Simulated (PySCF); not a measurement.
Rock-salt LiCl: Hartree–Fock at its full settings () and at cheaper ones, in a cell of 2 atoms.

| level and setting | lattice parameter a (Å) | bulk modulus (GPa) | band gap (eV) |
|---|---|---|---|
| Hartree–Fock (PySCF) | 5.244 | 30.3 | 15.27 |
| Hartree–Fock/6-31G* (PySCF) | 5.252 | 29.8 | 15.40 |
| Hartree–Fock/GTH-DZVP (PySCF) | 5.223 | 30.7 | 15.46 |
| Hartree–Fock/GTH-SZV (PySCF) | 5.355 | 31.3 | 15.14 |
| Hartree–Fock/STO-3G (PySCF) | 4.903 | 69.4 | 16.05 |

Largest shifts from the full settings: lattice constant a -6.50 % (Hartree–Fock/STO-3G), against a difference of +3.43 % of the full result from the reference 5.07 Å (measured, static lattice: zero-point anharmonic expansion removed, our sources range from 5.056 to 5.072; as tabulated in Mejia-Rodriguez and Trickey (2018), arXiv:1807.09216); bulk modulus +129 % (Hartree–Fock/STO-3G), against a difference of -22 % of the full result from the reference 38.7 GPa (measured, 0 K value with the zero-point phonon effect removed, our sources range from 37.3 to 38.7; as tabulated in Mejia-Rodriguez and Trickey (2018), arXiv:1807.09216); band gap +0.78 eV (Hartree–Fock/STO-3G), against a difference of +5.87 eV of the full result from the reference 9.4 eV (measured, low temperature, zero-point motion not removed; as tabulated in Chen et al. (2018), doi:10.1103/physrevmaterials.2.073803).

The full settings aren't shown to be converged themselves.

Cells: Hartree–Fock at the level's own equilibrium cell for 2 of them, at the measured cell for 1 of them; Hartree–Fock/6-31G* at the level's own relaxed cell for 2 of them, at the measured cell for 1 of them; Hartree–Fock/GTH-DZVP at the level's own equilibrium cell for 2 of them, at the measured cell for 1 of them; Hartree–Fock/GTH-SZV at the level's own relaxed cell for 2 of them, at the measured cell for 1 of them; Hartree–Fock/STO-3G at the level's own equilibrium cell for 2 of them, at the measured cell for 1 of them.

Run with cheap settings on purpose, which may leave them unconverged: Hartree–Fock/6-31G*, Hartree–Fock/GTH-DZVP, Hartree–Fock/GTH-SZV, Hartree–Fock/STO-3G.
